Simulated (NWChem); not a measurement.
System: methanethiol (CH4S); SMILES CS

Results from NWChem. Pople sets run with spherical d functions. Each level has its own optimisation. Computed dipoles belong to the equilibrium geometry; the measured one is vibrationally averaged.

Measured dipole moment: 1.52 D (NIST CCCBDB, as tabulated in the package chemicals).

**Question.** Which of these levels lies farthest from the measured value, and how do the others fare: Hartree-Fock/3-21G; BLYP/def2-SVP; Hartree-Fock/6-31G*; PBE0/def2-SVP; PBE/def2-SVP; LDA (Slater exchange, VWN5)/def2-SVP; B3LYP/6-31G*; Hartree-Fock/STO-3G?…

**Answer.** Hartree-Fock/3-21G.
```csv
level,dipole moment (D),computed − measured
Hartree-Fock/STO-3G,0.96,-0.56
Hartree-Fock/3-21G,2.12,+0.60
Hartree-Fock/6-31G*,1.78,+0.26
B3LYP/6-31G*,1.73,+0.21
"LDA (Slater exchange, VWN5)/def2-SVP",1.52,0.00
PBE/def2-SVP,1.49,-0.03
BLYP/def2-SVP,1.39,-0.13
PBE0/def2-SVP,1.58,+0.06
```
